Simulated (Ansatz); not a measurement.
`[SiH3]S` → H• + `[SiH3][S]`•  (homolysis of the H–S bond)

Computed with Ansatz on PBE0-D4/def2-TZVP structures; ΔE is electronic, products minus reactants. CCSD(T)/CBS is the MP2 limit (def2-TZVPP, def2-QZVPP) plus CCSD(T) − MP2 in def2-TZVPP, frozen cores. This one scheme is used for every species, atoms too. DFT in def2-TZVPP. HSE06 is defined as in plane-wave codes. Open shells (•) are unrestricted, without spin–orbit coupling.

**Question.** What is ΔE at CCSD(T)/CBS? (Estimate.)

**Answer.** Ansatz gave: +397.3 kJ/mol.

**Question.** What do these levels give: PBE-D4, B97M-V, PBE0, HSE06, LC-ωPBE, SCS-MP2/def2-QZVPP, MP2/CBS(def2), CCSD/CBS(def2), HF/cc-pV(D+d)Z, MP2/cc-pV(D+d)Z, CCSD(T)/cc-pV(D+d)Z, CCSD/cc-pV(T+d)Z? (Best estimate.)

**Answer.** Computed: PBE-D4 382.1, B97M-V 389.4, PBE0 380.4, HSE06 380.6, LC-ωPBE 378.0, SCS-MP2/def2-QZVPP 397.2, MP2/CBS(def2) 397.8, CCSD/CBS(def2) 392.7, HF/cc-pV(D+d)Z 281.2, MP2/cc-pV(D+d)Z 367.9, CCSD(T)/cc-pV(D+d)Z 370.6, CCSD/cc-pV(T+d)Z 382.4 kJ/mol.

Largest T1 diagnostic among the species: 0.014.

Leaving LDA and LC-ωPBE aside and taking each functional with its dispersion term where it has one, the values, not all of them listed here, spread over 16.2 kJ/mol, from revPBE-D4 to ωB97M-V. LDA lies +49.0 kJ/mol from PBE without D4, its usual overbinding. In def2-TZVPP, CCSD(T) changes the Hartree–Fock value by +104.8 kJ/mol (the triples alone add +4.6 kJ/mol) and MP2 by +105.3 kJ/mol; breaking electron pairs costs correlation energy, which Hartree–Fock lacks.
